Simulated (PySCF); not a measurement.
A side-by-side comparison of computed properties.

First species: C₄H₉N.
Numbering: `[H]/[N:5]=[CH:4]\[CH:2]([CH3:1])[CH3:3]` (hydrogens: H6, H7, H8 on C1; H9 on C2; H10, H11, H12 on C3; H13 on C4; H14 on N5)

Second species: C4H9N.
SMILES: `CC[C@@H]1CN1`

Levels: PBE0/def2-SVPD for dipole moment, HOMO energy, LUMO energy, HOMO–LUMO gap, static isotropic polarisability and electronic spatial extent ⟨r²⟩ about the centre of nuclear charge; TDDFT PBE0/def2-SVPD for lowest singlet excitation; TDA PBE0/def2-SVPD for lowest triplet excitation (Tamm–Dancoff); GFN2-xTB for rotational constant A and rotational constant C. Geometries: GFN2-xTB. Each species is one conformer at its optimised geometry, gas phase, non-relativistic unless stated; the electronic structure was computed with PySCF and density fitting.

The conformers computed, where there is a choice (atom-mapped SMILES and torsion angles):
- `[H]/[N:5]=[CH:4]\[CH:2]([CH3:1])[CH3:3]`: C1–C2–C4–N5 119°
- `[CH3:1][CH2:2][C@@H:3]1[CH2:4][NH:5]1`: C1–C2–C3–C4 -87°

| property | column X | column Y |
| --- | --- | --- |
| dipole moment | 2.56 D | 1.74 D |
| HOMO energy | -7.23 eV | -6.90 eV |
| LUMO energy | 0.01 eV | 0.84 eV |
| HOMO–LUMO gap | 7.24 eV | 7.74 eV |
| lowest singlet excitation | 5.21 eV | 6.59 eV |
| lowest triplet excitation (Tamm–Dancoff) | 4.36 eV | 6.38 eV |
| static isotropic polarisability | 57.5 au | 55.3 au |
| electronic spatial extent ⟨r²⟩ about the centre of nuclear charge | 494 bohr² | 487 bohr² |
| rotational constant A | 7.683 GHz | 12.568 GHz |
| rotational constant C | 2.823 GHz | 2.885 GHz |

(1) Which column belongs to which species?

(2) How does each property change from the first species to the second?

Results:

(1) Column X is the first species and column Y the second. The first has 14 atoms and 40 electrons, the second 14 and 40.

(2) dipole moment -0.82 D; HOMO energy +0.33 eV; LUMO energy +0.83 eV; HOMO–LUMO gap +0.50 eV; lowest singlet excitation +1.38 eV; lowest triplet excitation (Tamm–Dancoff) +2.02 eV; static isotropic polarisability -2.2 au; electronic spatial extent ⟨r²⟩ about the centre of nuclear charge -7 bohr²; rotational constant A +4.885 GHz; rotational constant C +0.062 GHz.

On the first: The principal polarisabilities are 52.2, 53.0 and 67.3 au; their mean is the isotropic value. The polarisability is 8.52 Å³ as a volume (1 au = 0.148185 Å³), or 1.44 au for each of the 40 electrons.

On the second: The vertical singlet–triplet gap S1 − T1 is 0.21 eV (TDDFT singlet less Tamm–Dancoff triplet; S1: HOMO→LUMO, weight 0.63, beside HOMO→LUMO+1, weight 0.33; T1: HOMO→LUMO+1, weight 0.57, beside HOMO→LUMO, weight 0.36). S1 lies 1.15 eV below the HOMO–LUMO gap; its leading configuration is HOMO→LUMO, weight 0.63, beside HOMO→LUMO+1, weight 0.33.
